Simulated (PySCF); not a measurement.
Species: 2-methyl-2-pentene, C6H12.
SMILES with atom numbers: `[CH3:1][CH2:2][CH:3]=[C:4]([CH3:5])[CH3:6]` (hydrogens: H7, H8, H9 on C1; H10, H11 on C2; H12 on C3; H13, H14, H15 on C5; H16, H17, H18 on C6)

Level of theory: TDDFT CAM-B3LYP/def2-SVPD, vertical, gas phase, core orbitals frozen in the response in PySCF 2.14.0, density-fitted response routines. The structure is a single GFN2-xTB conformer in the gas phase; no vibrational or solvent corrections. Torsions of this conformer, `[CH3:1][CH2:2][CH:3]=[C:4]([CH3:5])[CH3:6]`: C1–C2–C3–C4 -105°.

Each state is given a Gaussian of 0.25 eV full width at half maximum, with ε(max) = 2.175×10⁸ f / Δν̃ (Δν̃ the width in cm⁻¹). The width is an assumption, not a result. The curve ends short of the highest state used, and states not computed would add to its high-energy end.

```tsv
λ (nm)	ε (L mol⁻¹ cm⁻¹)
160.3	871
161.3	708
162.3	1157
163.3	2128
164.3	3417
165.3	4644
166.2	5346
167.2	5457
168.2	4932
169.2	4140
170.2	3694
171.2	4449
172.2	7447
173.1	12788
174.1	21685
175.1	32265
176.1	41616
177.1	46557
178.1	45339
179.1	38601
180.0	29881
181.0	19949
182.0	11797
183.0	6221
184.0	2977
185.0	1378
186.0	758
186.9	644
187.9	749
188.9	934
189.9	1092
190.9	1161
191.9	1116
192.9	971
193.9	767
194.8	573
195.8	380
196.8	231
197.8	129
198.8	66
199.8	31
200.8	14
201.7	6
202.7	2
```

(1) Locate the maxima and give the states behind the curve.

(2) On this curve, what absorbance would a 10⁻⁵ mol/L sample give at 193 nm over a 1 cm path?

(3) Coming from long wavelengths, where does ε first pass 100 L mol⁻¹ cm⁻¹?

Answers

(1) 191 nm (6.49 eV), ε about 1200, made up of S1 (100%); 177 nm (6.99 eV), ε about 47000, made up of S2 (100%); 167 nm (7.43 eV), ε about 5500, made up of S3 (24%) and S4 (76%) (ε in L mol⁻¹ cm⁻¹; maxima over ε = 5, shares over 10%). At its high-energy end, 7.73 eV, the curve is still rising (ε about 830, from S4 and S5). The states used: S1 6.49 eV (f 0.011); S2 6.99 eV (f 0.434); S3 7.34 eV (f 0.018); S4 7.46 eV (f 0.040); S5 7.96 eV (f 0.058); S6 8.19 eV (f 0.016); S7 8.24 eV (f 0.0099); S8 8.33 eV (f 0.0088).

(2) 193 nm is 6.424 eV, where ε is about 950 L mol⁻¹ cm⁻¹, so A = ε c l ≈ 0.0095 (Beer–Lambert, with the gas-phase spectrum and the assumed width).

(3) At about 198 nm (6.26 eV), 0.23 eV below S1.
